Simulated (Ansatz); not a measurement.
Ideal-gas functions of C$_{3}$H$_{3}$O, SMILES `C#CC[O]` radical at 500 K and 1 bar, from an Ansatz frequency run at PBE0-D4/def2-TZVP.

Molar mass 55.06 g/mol, point group Cs (symmetry number 1), electronic degeneracy 2, moments of inertia 12.046, 106.974, 116.008 u Å². Harmonic wavenumbers (cm⁻¹, unscaled): 217, 307, 535, 585, 687, 720, 929, 1087, 1137, 1305, 1369, 2240, 2931, 2944, 3480.

Use S(trans) = R[1.5 ln M + 2.5 ln T − 1.1517]; rotational temperatures θ = 24.2544 K / I; S(rot) = R[ln(√π/σ · √(T³/θAθBθC)) + 1.5]; for each mode x = 1.438777 ν̃/T, S = R[x/(eˣ − 1) − ln(1 − e⁻ˣ)] and H = RT x/(eˣ − 1); 1 cm⁻¹ = 0.0119627 kJ/mol; R = 8.31446 J/(mol·K).

Task: By hand: the entropy, in J/(mol·K).

Result: Translation 169.6. Rotation: θ = 2.0135, 0.2267, 0.2091 K, giving 104.5. Vibration, mode by mode: 12.36, 9.61, 5.50, 4.90, 3.88, 3.60, 2.24, 1.56, 1.39, 0.94, 0.81, 0.10, 0.02, 0.02, 0.00, in all 47.0. Electronic 5.8. Sum 326.9 J/(mol·K).

Task: By hand: H − E and G − E in kJ/mol, counted from the electronic energy.

Result: Zero-point energy ½ × 20473 × 0.0119627 = 122.5; thermal vibration 14.2; translation, rotation and pV give 4 RT = 16.6. H − E = 153.3 kJ/mol, and G − E = 153.3 − 500 × 326.9/1000 = -10.1 kJ/mol.

Vibration gives 14 % of the entropy.
